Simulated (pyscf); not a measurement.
Atom transfer: :N–F [triplet] + HF → F–N•–F + H•

Gas phase, triplet surface, charge 0. Bonds broken: F3–H4. Bonds formed: N1–F3. PySCF, gas phase, ωB97X-D3(BJ)/def2-SVP geometries. Correlated levels are frozen-core, on RHF or UHF. ΔMP2 is the change of the MP2 total energy from the triple- to the quadruple-zeta basis.

Transition state (Å):

```xyz
4

N     -0.1925    -0.2895     0.5677
F     -0.8924     0.0348     1.6176
F     -1.3089    -0.6047    -0.4853
H     -2.3841    -0.8799    -1.3977
```

One imaginary mode, 1701i cm⁻¹; descent along it reached the two sides named.

```csv
bond,change,reactant side (Å),saddle,product side
F3–H4,breaks,0.923,1.437,3.3
N1–F3,forms,3.0,1.567,1.333
```

Electronic energies relative to the separated reactants (eV):

```
level                             barrier  reaction energy  reverse barrier
--------------------------------  -------  ---------------  ---------------
ωB97X-D3(BJ)/def2-TZVP               3.78            +2.92             0.86
PBE/def2-TZVP                        2.93            +2.57             0.36
r²SCAN/def2-TZVP                     3.23            +2.86             0.37
B3LYP-D3(BJ)/def2-TZVP               3.44            +2.99             0.45
PBE0-D3(BJ)/def2-TZVP                3.51            +2.86             0.65
M06-2X/def2-TZVP                     3.90            +3.09             0.81
ωB97M-D3(BJ)/def2-TZVP               3.75            +2.99             0.77
HF/def2-TZVP                         4.73            +3.62             1.10
MP2/def2-QZVPP                       4.63            +3.17             1.46
CCSD/def2-TZVPP                      4.21            +3.36             0.85
CCSD(T)/def2-TZVPP                   4.02            +3.23             0.79
CCSD(T)/def2-TZVPP + ΔMP2(QZVPP)     4.03            +3.23             0.80
```

With CCSD(T)/def2-TZVPP + ΔMP2(QZVPP) energies and thermal terms (ideal gas, 1 atm, RRHO with modes under 100 cm⁻¹ raised to 100, one conformer, R ln 2 for rigid chiral ones), in eV:

```json
[
 {"T (K)": "298", "ΔH‡": "3.85", "ΔG‡": "4.20", "ΔH": "+3.07", "ΔG": "+3.14"},
 {"T (K)": "600", "ΔH‡": "3.85", "ΔG‡": "4.56", "ΔH": "+3.08", "ΔG": "+3.20"},
 {"T (K)": "900", "ΔH‡": "3.87", "ΔG‡": "4.91", "ΔH": "+3.11", "ΔG": "+3.26"},
 {"T (K)": "1200", "ΔH‡": "3.89", "ΔG‡": "5.25", "ΔH": "+3.14", "ΔG": "+3.30"}
]
```

The same reactants have a lower exit, to :N–F [triplet] + HF (barrier +3.04 eV at ωB97M-D3(BJ), against +3.75 eV here). F–N•–F + H• also meet on a surface of lower spin, which isn't treated here. This is the saddle that the search found; another between the same sides may lie lower. The angle at the transferred F is 177°. The CCSD(T) − MP2 part came from Ansatz, without density fitting, on the same reference. A UHF reference is spin-contaminated (<S²> up to 2.28), which harms MP2 most.
